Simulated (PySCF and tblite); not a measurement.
Results of a calculation; reference values are marked as such.
System: C4H11O (charge +1), numbered as in [CH3:1][CH2:2][O+:3]([CH3:4])[CH3:5].

Geometries: PBE0-D3(BJ)/def2-SVP; energies: PBE0/pcSseg-1 + D3(BJ); zero-point and thermal terms from GFN2-xTB harmonic modes (soft modes blended into free rotors). Rates follow Eyring's equation with the number of equivalent paths and no tunnelling. Programs: tblite and PySCF.

The ion is treated without a counter-ion.

Q: Estimate the barrier and the room-temperature rate of the rotation about the C2–O3 bond (torsion C1–C2–O3–C4 from 71° to 201°, rising).

A: The electronic barrier is 3.3 kcal/mol and ΔG‡(298 K) 3.9 kcal/mol, over a C1 saddle with an imaginary mode of 124i cm⁻¹ (GFN2-xTB). With 2 equivalent paths, k is 1.8×10¹⁰ s⁻¹, a mean lifetime of the start of 54 ps against this motion. The end lies 0.2 kcal/mol above the start in free energy.
